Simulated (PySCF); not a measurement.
Molecule: `C=C(Cl)COC`, C4H7ClO.

Atom-mapped SMILES (the numbers label the heavy atoms): `[CH2:1]=[C:2]([Cl:3])[CH2:4][O:5][CH3:6]`; H(Xn) means a hydrogen on atom n. Ha(C1) is cis to Cl3; Hb(C1) is trans to Cl3.

Geometry PBE0-D3(BJ)/def2-SVP throughout; GIAO in PySCF 2.14, gas phase, one conformer, non-relativistic; equivalent atoms averaged; basis pcSseg-1.

**Question.** How do the absolute shieldings σ depend on the functional? (a selection of nuclei; ppm; last column core-seconds on shared hosts with different chips, so compare them loosely)

**Answer.** 
| functional | kind | C2 | C4 | C6 | Cl3 | O5 | Hb(C1) | Ha(C1) | H(C4) | H(C6) | core-s |
| --- | --- | --- | --- | --- | --- | --- | --- | --- | --- | --- | --- |
| HF | Hartree–Fock | 43.2 | 123.9 | 137.7 | 818.3 | 343.1 | 25.62 | 25.99 | 28.43 | 28.49 | 4.6 |
| LDA | LDA | 25.6 | 98.2 | 118.7 | 672.3 | 308.0 | 25.03 | 25.32 | 27.07 | 27.27 | 11 |
| PBE | GGA | 30.7 | 100.5 | 119.3 | 687.9 | 299.2 | 25.45 | 25.79 | 27.52 | 27.72 | 15 |
| BLYP | GGA | 23.5 | 94.6 | 113.7 | 677.0 | 292.8 | 25.73 | 26.07 | 27.68 | 27.86 | 15 |
| BP86 | GGA | 30.1 | 100.2 | 118.7 | 688.4 | 300.5 | 25.52 | 25.85 | 27.56 | 27.78 | 15 |
| OPBE | GGA | 43.6 | 110.4 | 127.0 | 709.6 | 302.3 | 25.36 | 25.75 | 27.58 | 27.84 | 14 |
| KT2 | GGA | 42.4 | 105.7 | 123.6 | 714.2 | 299.9 | 25.56 | 25.89 | 27.55 | 27.72 | 25 |
| KT3 | GGA | 43.3 | 106.8 | 123.8 | 715.1 | 295.2 | 25.68 | 26.07 | 27.73 | 27.92 | 24 |
| B97-D | GGA | 33.5 | 101.7 | 119.2 | 697.2 | 298.1 | 25.71 | 26.08 | 27.72 | 27.94 | 24 |
| B3LYP | global hybrid | 27.1 | 101.4 | 119.5 | 708.9 | 306.8 | 25.62 | 25.96 | 27.82 | 27.97 | 17 |
| PBE0 | global hybrid | 34.8 | 108.3 | 125.7 | 726.7 | 315.0 | 25.38 | 25.71 | 27.74 | 27.89 | 18 |
| mPW1PW91 | global hybrid | 33.9 | 107.7 | 124.8 | 725.5 | 314.2 | 25.43 | 25.77 | 27.79 | 27.96 | 18 |
| WP04 | global hybrid | 20.4 | 96.2 | 112.6 | 693.0 | 294.7 | 25.84 | 26.26 | 28.07 | 28.34 | 12 |
| B97-2 | global hybrid | 37.0 | 108.6 | 125.3 | 727.9 | 311.4 | 25.53 | 25.89 | 27.83 | 28.01 | 13 |
| BHandHLYP | global hybrid | 32.5 | 110.1 | 126.7 | 752.0 | 322.9 | 25.55 | 25.89 | 28.02 | 28.13 | 12 |
| CAM-B3LYP | range-separated hybrid | 29.6 | 105.7 | 123.3 | 727.1 | 318.6 | 25.48 | 25.80 | 27.83 | 27.93 | 16 |
| wB97X-D | range-separated hybrid | 34.7 | 109.1 | 125.7 | 734.6 | 319.5 | 25.47 | 25.80 | 27.88 | 28.03 | 16 |
| LC-wPBE | range-separated hybrid | 38.0 | 114.5 | 130.4 | 749.6 | 331.1 | 25.29 | 25.60 | 27.90 | 27.99 | 22 |

**Question.** Which nucleus among those listed moves most, in ppm?

**Answer.** Cl3 (chlorine bonded to C): from 672.3 ppm with LDA to 818.3 ppm with HF. The smallest spread is 0.81 ppm, at Hb(C1). Proton shifts span only some 12 ppm, so a few tenths of a ppm matter as much there as several ppm in carbon.
